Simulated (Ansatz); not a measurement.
Mg(OH)2 (MgO₂H₂), relaxed as a singlet with RKS r2SCAN-D4/def2-TZVP in Ansatz, starting from the GFN1-xTB geometry. Force threshold 0.02 eV/Å.

Start:

```xyz
5

Mg    0.118    0.004   -0.078
O    -0.746    1.409   -0.568
H    -0.635    2.124   -1.189
O     0.311   -1.419    0.870
H     0.953   -2.118    0.965
```

| step | energy (eV) | largest force component (eV/Å) | SCF passes |
| --- | --- | --- | --- |
| 1 | -9572.2708 | 1.706 | 25 |
| 2 | -9572.3885 | 0.830 | 29 |
| 3 | -9572.4637 | 0.379 | 28 |
| 4 | -9572.4900 | 0.909 | 32 |
| 5 (rejected) | -9571.4960 | 5.868 | 32 |
| 6 | -9572.4995 | 0.531 | 27 |
| 7 | -9572.5045 | 0.010 | 28 |

Force components are those of the run's own axes.

End:

```
atom   x (Å)   y (Å)   z (Å)
 Mg1  -0.025   0.000   0.017
  O2  -0.590   1.510  -0.688
  H3  -0.800   2.263  -1.224
  O4   0.482  -1.512   0.763
  H5   0.933  -2.261   1.131
```

By distances, no bond broke or formed. The bond that changes most is Mg1–O2, from 1.72 to 1.76 Å (atoms count from 1).

No frequencies were taken in this run, so the end may be a saddle point.

Run time 12 s (4 threads of Arm Neoverse N1 on a shared host).
